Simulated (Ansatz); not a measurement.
```yaml
crystal:
  periodic: [false, false, false]
  atoms:
    - {symbol: Ti, position_ang: [0.003928, 0.000136, -0.131173]}
    - {symbol: O, position_ang: [-0.016832, 1.612862, 0.197561]}
    - {symbol: O, position_ang: [0.005081, -1.613268, 0.194883]}
basis:
  gaussian: {orbitals: def2-TZVP}
magnetization: {spin_polarized: true, initial_magnetization: 2}
hamiltonian: {xc: pbe0}
relax: {f_tol: 0.004, max_steps: 80}
```

```sh
$ ansatz run in.yaml --threads 1 --pin off --events-out ev --progress --plain --max-ram 2176MiB
```

Steps of the relaxation (energy above the last step; positions in Å, forces in eV/Å):

```
3
step 1, 143.1 meV
Ti    0.004    0.000   -0.131    0.033    0.001   -1.091
O    -0.017    1.613    0.198   -0.033    2.495    0.547
O     0.005   -1.613    0.195    0.001   -2.496    0.543
```

```
3
step 2, 23.1 meV
Ti    0.004    0.000   -0.139    0.013    0.000   -0.421
O    -0.017    1.646    0.201   -0.013    0.945    0.211
O     0.005   -1.646    0.199    0.000   -0.945    0.210
```

```
3
step 3, 0.2 meV
Ti    0.004    0.000   -0.144    0.001    0.000   -0.039
O    -0.017    1.667    0.204   -0.001    0.065    0.019
O     0.005   -1.667    0.201    0.000   -0.065    0.019
```

```
3
step 6, 0.0 meV
Ti    0.005    0.000   -0.153    0.000    0.000    0.000
O    -0.018    1.666    0.209    0.000    0.000    0.000
O     0.005   -1.666    0.206    0.000    0.000    0.000
```

Close pairs at the end: Ti1–O2 1.704 Å, Ti1–O3 1.704 Å.

A stationary point of unrestricted PBE0 after 6 steps, with ⟨S²⟩ = 2.021 against 2.00 for a pure state; no frequencies were run, so it isn't proven a minimum. 2.7 min on 1 thread of Arm Neoverse V2, shared host.
